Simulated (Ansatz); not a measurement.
Input file:

```yaml
crystal:
  periodic: [false, false, false]
  atoms:
    - {symbol: Ge, position_ang: [0.000000, 0.010692, 0.271396]}
    - {symbol: C, position_ang: [0.000000, -0.110084, -1.624423]}
    - {symbol: H, position_ang: [0.000001, 1.490409, 0.700986]}
    - {symbol: H, position_ang: [1.251558, -0.684470, 0.832348]}
    - {symbol: H, position_ang: [-1.251558, -0.684469, 0.832348]}
    - {symbol: H, position_ang: [0.000000, 0.419749, -2.567788]}
basis:
  gaussian: {orbitals: cc-pVDZ}
magnetization: {spin_polarized: true, initial_magnetization: 4}
correlation: {method: ccsdt_q, electrons: outside_noble_gas}
```

```sh
$ ansatz run in.yaml --threads 1 --pin off --events-out ev --progress --plain --max-ram 2393MiB
```

**Question.** Roughly how long does this take on 1 thread of Intel Xeon Platinum 8259CL, shared host, and how much host memory?

**Answer.** 7 min wall and 0.74 GiB.

```
1191 factors; integrals over basis functions are off by at most 2.4e-7 eV
mean field evaluation 1: about -57552.2743 eV, gradient 1.1e1 eV
mean field evaluation 2: about -57552.2777 eV, gradient 1.1e1 eV
mean field evaluation 4: about -57553.9386 eV, gradient 2.6e0 eV
mean field evaluation 8: about -57554.4885 eV, gradient 1.1e0 eV
mean field evaluation 16: about -57554.6907 eV, gradient 2.4e-3 eV
mean field evaluation 32: about -57549.4791 eV, gradient 1.5e1 eV
mean field evaluation 64: about -57552.5896 eV, gradient 1.2e1 eV
mean field evaluation 96: about -57554.7036 eV, gradient 5.7e-6 eV
mean field evaluation 128: about -57554.9976 eV, gradient 2.7e-6 eV
mean field evaluation 160: about -57553.7973 eV, gradient 8.3e0 eV
...
cycle  71  -6.08518443 eV  change   -1.9e-6 eV  update   7.3e-6
cycle  72  -6.08518608 eV  change   -1.6e-6 eV  update   6.1e-6
cycle  73  -6.08518805 eV  change   -2.0e-6 eV  update   5.1e-6
cycle  74  -6.08519042 eV  change   -2.4e-6 eV  update   4.5e-6
cycle  75  -6.08519119 eV  change   -7.7e-7 eV  update   3.8e-6
cycle  76  -6.08519092 eV  change    2.7e-7 eV  update   3.2e-6
cycle  77  -6.08519035 eV  change    5.8e-7 eV  update   2.8e-6
cycle  78  -6.08519037 eV  change   -2.3e-8 eV  update   2.4e-6
cycle  79  -6.08519120 eV  change   -8.3e-7 eV  update   2.0e-6
cycle  80  -6.08519178 eV  change   -5.8e-7 eV  update   1.5e-6
perturbative correction -0.01863890 eV, -0.0006849669 hartree
Total energy: -57561.10142368 eV, -2115.3314610045 hartree
```
